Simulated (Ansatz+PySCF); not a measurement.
triplet NO(-): levels of theory in one basis

```xyz
2

N     0.0000    0.0000   -0.6093
O     0.0000    0.0000    0.5331
```

Basis set: aug-cc-pVDZ (spherical functions). Frozen core: 2 orbitals. Correlation on ROHF uses semicanonical orbitals with singles. Charge -1, multiplicity 3.

Computed with Ansatz (development build ahead of 0.2.0) and PySCF 2.14.0; each method stands on the lowest determinant of its kind that the runs found. NEVPT2 correlates all electrons. Active spaces start from the frontier orbitals, and the lowest solution found is given.

```json
{"method": "ROHF", "E − E(ROHF) (eV)": "0.00", "<S²> of the determinant": "2.00"}
{"method": "UHF", "E − E(ROHF) (eV)": "-0.35", "<S²> of the determinant": "2.04"}
{"method": "UHF-MP2", "E − E(ROHF) (eV)": "-9.34", "<S²> of the determinant": "2.04"}
{"method": "ROHF-CCSD", "E − E(ROHF) (eV)": "-9.67", "<S²> of the determinant": "–"}
{"method": "UHF-CCSD", "E − E(ROHF) (eV)": "-9.69", "<S²> of the determinant": "2.04"}
{"method": "ROHF-CCSD(T)", "E − E(ROHF) (eV)": "-10.00", "<S²> of the determinant": "–"}
{"method": "UHF-CCSD(T)", "E − E(ROHF) (eV)": "-10.00", "<S²> of the determinant": "2.04"}
{"method": "CASSCF(12,8)", "E − E(ROHF) (eV)": "-1.43", "<S²> of the determinant": "–"}
{"method": "CASSCF(4,4)", "E − E(ROHF) (eV)": "-0.44", "<S²> of the determinant": "–"}
{"method": "SC-NEVPT2(12,8)", "E − E(ROHF) (eV)": "-8.58", "<S²> of the determinant": "–"}
```

**Question.** What does ROHF-MP2 give on the same scale?

**Answer.** -9.50 eV.

**Question.** Is a single determinant a sound starting point here?

**Answer.** By this sign, yes. Unrestricted orbitals gain 0.35 eV and <S²> is 2.04 against 2.00 for a pure state. The CASSCF(12,8) natural occupations are 2.00, 2.00, 1.98, 1.98, 1.98, 1.02, 1.02, 0.02. The CASSCF(4,4) natural occupations are 1.99, 1.00, 1.00, 0.01.

Caution for CASSCF(4,4): other starts end on other solutions of this active space.
